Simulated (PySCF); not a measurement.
# CH3Cl: the cost of one run

The runs use PySCF 2.14.0; levels as typed in each script, gas phase, geometry from GFN2-xTB.

### 1 The starting structure

SMILES `CCl`, 5 atoms, charge 0, spin multiplicity 1.

Bond lengths: C1–Cl2 1.777 Å, C1–H3 1.085 Å, C1–H4 1.085 Å, C1–H5 1.085 Å. Angles: Cl2–C1–H3 108.3°, Cl2–C1–H4 108.3°, Cl2–C1–H5 108.3°, H3–C1–H4 110.7°, H3–C1–H5 110.7°, H4–C1–H5 110.7°.

As a file:

```xyz
5
CH3Cl
C    -1.1228    0.0000    0.0000
Cl    0.6544    0.0000    0.0000
H    -1.4628    0.6904   -0.7654
H    -1.4629   -1.0081   -0.2152
H    -1.4628    0.3177    0.9806
```

### 2 Density, bond paths and surface potential (M06-2X/aug-cc-pvdz)

The input, input.py:

```python
import numpy as np
from pyscf import gto, scf, dft
from pyscf.scf import atom_ks, atom_hf
from scipy.linalg import block_diag

def solve(mol, dm0=None, hcore=None):
    mf = (dft.UKS if mol.spin else dft.RKS)(mol, xc='m062x')
    mf.grids.level = 3
    mf = mf.density_fit(auxbasis='def2-universal-jkfit')
    mf.conv_tol, mf.max_cycle = 1e-8, 80
    if hcore is not None:
        mf.get_hcore = lambda *args: hcore
    mf.kernel(dm0)
    if not mf.converged:
        mf = mf.newton().run(mf.mo_coeff, mf.mo_occ, max_cycle=30)
    assert mf.converged, 'SCF not converged'
    return mf

mol = gto.M(atom='''
C     -1.12281     0.00000     0.00000
Cl     0.65444     0.00000     0.00000
H     -1.46285     0.69041    -0.76544
H     -1.46286    -1.00809    -0.21519
H     -1.46285     0.31769     0.98063
''', basis='aug-cc-pvdz', charge=0, spin=0, verbose=4)
mf = solve(mol)
mf.analyze()
# spherically averaged free atoms, for the promolecule
atm = atom_ks.get_atm_nrks(mol, xc='m062x')
pro = block_diag(*[(atm[a[0]][2] * atm[a[0]][3]) @ atm[a[0]][2].T for a in mol._atom])
np.savez('result.npz', e=mf.e_tot, c=mf.mo_coeff, occ=mf.mo_occ, eps=mf.mo_energy, pro=pro, dip=mf.dip_moment(verbose=0), s2=mf.spin_square()[0])
```

On the command line:

```
OMP_NUM_THREADS=1 python input.py
```

What time and memory should one allow on 1 thread of Arm Neoverse V2, shared host?

About 7 s, with a peak of 0.35 GiB.
